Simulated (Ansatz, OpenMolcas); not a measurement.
CH2O2 (formic acid): from total energies to a heat of formation

CH2O2: 5 atoms, total charge 0, spin state singlet. SMILES: `O=CO`. Geometry: relaxed at PBE0-D4/def2-TZVP. This is one conformer, not always the lowest.

Total energies at HF/cc-pVTZ (OpenMolcas 26.06); the atoms run unrestricted:

```
species    state  energy (Eh)
  CH2O2  singlet  -188.841840
      O  triplet   -74.811757
      C  triplet   -37.691569
      H  doublet    -0.499810
```

Harmonic wavenumbers at PBE0-D4/def2-TZVP, in cm⁻¹: 636, 693, 1063, 1150, 1317, 1404, 1854, 3064, 3765.

Measured heats of formation of the gaseous atoms at 298.15 K, in kJ/mol: O 249.2, C 716.9, H 218.0. Spin-orbit lowering of the atoms at 298 K (mean of the ground term's levels less their thermal mean, from spectra), in kJ/mol: O 0.40, C 0.02. Take 1 Eh = 2625.50 kJ/mol, 1 cm⁻¹ = 0.0119627 kJ/mol, RT = 2.479 kJ/mol.

**Question.** What heat of formation follows?

**Answer.** 
1. Electronic atomisation energy: 2 × (-74.811757) + (-37.691569) + 2 × (-0.499810) − (-188.841840) = 0.527137 Eh = 1384.0 kJ/mol.
2. Zero-point energy: half the sum of the wavenumbers, 7473 cm⁻¹ = 89.4 kJ/mol.
3. Thermal vibrational enthalpy, Σ hcν̃/(exp(hcν̃/kT) − 1): 0.9 kJ/mol. Translation, rotation and pV of a non-linear molecule: 4 RT = 9.9 kJ/mol.
4. The 5 free atoms carry 5/2 RT each: 31.0 kJ/mol.
5. Spin-orbit coupling lowers the free atoms by 2 × 0.40 + 0.02 = 0.8 kJ/mol.
6. Atomisation enthalpy at 298 K: 1384.0 − 0.8 − 89.4 − 0.9 − 9.9 + 31.0 = 1314.0 kJ/mol.
7. Sum of the atoms' heats of formation: 1651.3 kJ/mol. Heat of formation: 1651.3 − 1314.0 = +337.3 kJ/mol.

The tabulated value is -378.7 kJ/mol (CRC Handbook of Chemistry and Physics), so this level is off by +716.0 kJ/mol, or 35.3 % of the atomisation enthalpy. Hartree–Fock leaves out correlation, which is larger in the molecule than in the atoms, so it underbinds and puts the heat of formation too high. Anharmonicity and any spin-orbit splitting of the molecule are left out.
